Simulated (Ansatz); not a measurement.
# MgH3− (singlet): the correlation ladder at scale of all distances = 1.322, 6-31++G**

An exercise on one series of results from a longer session: the logs are not shown, and one member is left open.

Computed with Ansatz 0.2.0, Gaussian basis. Level: 6-31++G**, core rule «outside noble gas», up to 5 orbitals frozen.

Plan: UHF; CCSD(T) on RHF; BCCD(T) on RHF; CISD; CCSDT(Q) on RHF; CASSCF and MRCISD+Q, 2 electrons in 2 orbitals; CASSCF and NEVPT2, 2 electrons in 2 orbitals; CASSCF and MRCISD+Q, 6 electrons in 7 orbitals; CASSCF and NEVPT2, 6 electrons in 7 orbitals; Full CI.

18 further runs of the same task are left out: 8 for a known fault of the program, 9 that didn't finish, 1 set aside as unsound or not needed. Runs told in other sessions of the task aren't counted.

### The geometry

The geometry derives from a PBE0/def2-TZVPD stationary point (not a proven minimum). All distances are scaled together.

4 atoms, charge -1, spin multiplicity 1.

Atoms are counted from 1 here; the program's logs count them from 0.

No contacts short enough for the rule that draws bonds.

The first run:

The input, in.yaml:

```yaml
crystal:
  periodic: [false, false, false]
  atoms:
    - {symbol: Mg, position_ang: [0.000000, 0.000000, 0.000000]}
    - {symbol: H, position_ang: [2.391888, 0.018866, 0.008329]}
    - {symbol: H, position_ang: [-1.212275, 2.062014, -0.006346]}
    - {symbol: H, position_ang: [-1.179613, -2.080881, -0.001983]}
basis:
  gaussian: {orbitals: "6-31++G**"}
total_charge: -1
magnetization: {spin_polarized: true, initial_magnetization: 0}
hamiltonian: {xc: hf}
output: {orbitals: {seedname: orbitals}}
```

Run with:

```
$ ansatz run in.yaml --threads 1 --pin off --events-out ev --progress --plain --max-ram 2393MiB
```

Steps of the session up to this table: UHF; CCSD(T) on RHF; BCCD(T) on RHF; CISD; CCSDT(Q) on RHF; CASSCF and MRCISD+Q, 2 electrons in 2 orbitals; CASSCF and NEVPT2, 2 electrons in 2 orbitals; CASSCF and MRCISD+Q, 6 electrons in 7 orbitals; CASSCF and NEVPT2, 6 electrons in 7 orbitals; Full CI.

One of the session's tables, all rows but one given; the rest of the session is left out.

```
          method  from FCI (kcal/mol)
             RHF               +55.71
            RMP2               +16.50
            CISD                +3.99
           RCCSD                +1.27
        RCCSD(T)                +0.45
         BCCD(T)                +0.44
          RCCSDT                +0.04
       RCCSDT(Q)                    ?
     CASSCF pair               +42.98
     NEVPT2 pair               +13.76
     MRCISD pair                +2.39
   MRCISD+Q pair                -0.51
  CASSCF valence               +17.41
  NEVPT2 valence                +5.68
  MRCISD valence                +0.42
MRCISD+Q valence                +0.06
             FCI                    0
```

Q: Estimate the row for RCCSDT(Q) from the others.

The run gave: from FCI (kcal/mol): +0.01. In the column «from FCI (kcal/mol)» it lies between FCI (0) and RCCSDT (+0.04).

Limits of these values: MRCISD+Q pair falls below full CI: the +Q correction isn't variational, and the cores differ from full CI's.
